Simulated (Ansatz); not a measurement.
# SiH2 (singlet): the correlation ladder, cc-pV(T+d)Z

An exercise on one series of results from a longer session: the logs are not shown, and one member is left open.

Computed with Ansatz 0.2.0, Gaussian basis. Level: cc-pV(T+d)Z, core rule «outside noble gas», up to 5 orbitals frozen.

The runs, in order: UHF; CCSD(T) on RHF; BCCD(T) on RHF; CISD; CASSCF and NEVPT2, 6 electrons in 6 orbitals.

49 further runs of the same task are left out: 49 set aside as unsound or not needed.

## The geometry

The geometry is an MP2(full)/6-31G* stationary point (not a proven minimum).

3 atoms, charge 0, spin multiplicity 1.

Atoms are counted from 1 here; the program's logs count them from 0.

Bond lengths: Si1–H2 1.519 Å, Si1–H3 1.519 Å. Angles: H2–Si1–H3 92.5°.

The first run:

in.yaml

```yaml
crystal:
  periodic: [false, false, false]
  atoms:
    - {symbol: Si, position_ang: [0.000000, 0.000000, 0.070330]}
    - {symbol: H, position_ang: [0.000000, 1.096938, -0.979847]}
    - {symbol: H, position_ang: [0.000000, -1.096938, -0.979847]}
basis:
  gaussian: {orbitals: "cc-pV(T+d)Z.json"}
magnetization: {spin_polarized: true, initial_magnetization: 0}
hamiltonian: {xc: hf}
output: {orbitals: {seedname: orbitals}}
```

On the command line:

```bash
$ ansatz run in.yaml --threads 1 --pin off --events-out ev --progress --plain --max-ram 2764MiB --backend cpu
```

Among the steps run: UHF; CCSD(T) on RHF; BCCD(T) on RHF; CISD; CASSCF and NEVPT2, 6 electrons in 6 orbitals.

One table of the session follows, with a row left open; its other results are not shown here.

| method | from RCCSD(T) (kcal/mol) |
| --- | --- |
| RHF | +88.13 |
| UHF | +85.37 |
| RMP2 | +19.59 |
| CISD | +6.32 |
| RCCSD | +2.32 |
| RCCSD(T) | 0 |
| BCCD(T) | 0.00 |
| CASSCF valence | ? |
| NEVPT2 valence | +17.54 |

Q: Estimate the row for CASSCF valence from the others.

As computed: from RCCSD(T) (kcal/mol): +56.15. In the column «from RCCSD(T) (kcal/mol)» it lies between RMP2 (+19.59) and UHF (+85.37).

Caveats from the session: Warnings: restricted reference is unstable; spin contamination.
